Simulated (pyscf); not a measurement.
Four-centre exchange: H₃C–N(CH₃)–Zr(OH)(OH)–OH + hydrogen (H₂) → HO–ZrH(OH)–OH + H₃C–NH–CH₃

Gas phase, singlet surface, charge 0. Bonds broken: Zr1–N2, H17–H18. Bonds formed: Zr1–H17, N2–H18. PySCF, gas phase, ωB97X-D3(BJ)/def2-SVP geometries.

Transition state (Å):

```xyz
18

Zr     0.9025     0.0592     0.2467
N     -1.0956     0.3940     1.1107
C     -2.2377     0.2588     0.2290
C     -1.2274     1.4041     2.1408
O      0.9417    -1.2833    -1.1357
O      0.9065     1.7221    -0.7440
O      2.3975     0.2741     1.4458
H     -3.1707     0.0670     0.7939
H     -2.3951     1.1625    -0.3902
H     -2.0816    -0.5919    -0.4568
H     -2.1351     1.2471     2.7554
H     -1.2754     2.4263     1.7188
H     -0.3559     1.3637     2.8173
H      1.1586    -1.9583    -1.7766
H      0.9370     2.5429    -1.2317
H      3.2127     0.2297     1.9423
H      0.1622    -1.4706     1.6015
H     -0.5775    -0.7614     1.5449
```

One imaginary mode, 1220i cm⁻¹; descent along it reached the two sides named, in the forms told below.

```tsv
bond	change	reactant side (Å)	saddle	product side
Zr1–N2	breaks	2.041	2.202	2.420
H17–H18	breaks	0.762	1.026	2.7
Zr1–H17	forms	3.9	2.173	1.891
N2–H18	forms	2.547	1.339	1.021
```

Electronic energies relative to the separated reactants (kcal/mol):

| level | barrier | reaction energy | reverse barrier |
|---|---|---|---|
| ωB97X-D3(BJ)/def2-TZVP | 23.1 | +20.0 | 3.1 |
| PBE/def2-TZVP | 21.3 | +17.2 | 4.2 |
| r²SCAN/def2-TZVP | 21.5 | +19.3 | 2.2 |
| B3LYP-D3(BJ)/def2-TZVP | 23.6 | +19.2 | 4.5 |
| PBE0-D3(BJ)/def2-TZVP | 21.0 | +17.8 | 3.3 |
| M06-2X/def2-TZVP | 25.4 | +20.0 | 5.4 |
| ωB97M-D3(BJ)/def2-TZVP | 23.8 | +15.8 | 8.0 |
| HF/def2-TZVP | 34.3 | +8.8 | 25.5 |

With ωB97M-D3(BJ)/def2-TZVP energies and thermal terms (ideal gas, 1 atm, RRHO with modes under 100 cm⁻¹ raised to 100, one conformer, R ln 2 for chiral ones without a mode under 150 cm⁻¹), in kcal/mol:

| T (K) | ΔH‡ | ΔG‡ | ΔH | ΔG |
|---|---|---|---|---|
| 298 | 24.5 | 32.3 | +18.7 | +16.7 |
| 600 | 23.6 | 40.7 | +17.0 | +15.4 |
| 900 | 23.3 | 49.4 | +16.0 | +14.8 |
| 1200 | 23.5 | 58.0 | +15.2 | +14.6 |

On the product side the descent ends in an adduct with a N–Zr contact, 25.0 kcal/mol under the separated species and 28.2 kcal/mol under the saddle at ωB97X-D3(BJ)/def2-TZVP. What is counted as broken (N–Zr) persists as a longer contact in the product adduct; parting that adduct is a step of its own. At the saddle there is also a short H–Zr contact that neither side keeps. H₃C–NH–CH₃ lies 7.8 kcal/mol over its isomer H₃C–CH₂–NH₂ (electronic energy, ωB97M-D3(BJ)/def2-TZVP). This is the saddle that the search found; another between the same sides may lie lower. Elements past Kr carry the def2 core potentials, without spin-orbit coupling.
